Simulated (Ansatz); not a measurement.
Thallium, hcp: convergence with cold smearing

Computed with Ansatz, r²SCAN, scalar-relativistic PAW, on the relaxed cell (a = 3.539 Å, c = 5.562 Å (c/a = 1.572); spin not included). Errors count from a run at 500 eV on a Γ-centred 17×17×9 mesh with Fermi-Dirac smearing of 0.1 eV, extrapolated to zero width. Fixed here: cutoff 500 eV, mesh 10×10×6. The SCF starts from atomic densities corrected by a trained network.

```
width (eV)  E(σ→0) error (meV/atom)  F error (meV/atom)  P (GPa)  SCF iterations
      0.01                     -0.3                -0.3    -0.16               7
      0.03                     -0.4                -0.5    -0.14               7
       0.1                     -0.9                -1.5    -0.09               7
       0.2                     -2.2                -2.9    -0.08               7
       0.3                     -3.1                -3.9    -0.06               7
       0.6                     -4.6                 0.9    -0.16               7
       1.0                      9.6                 4.7     0.00               7
```
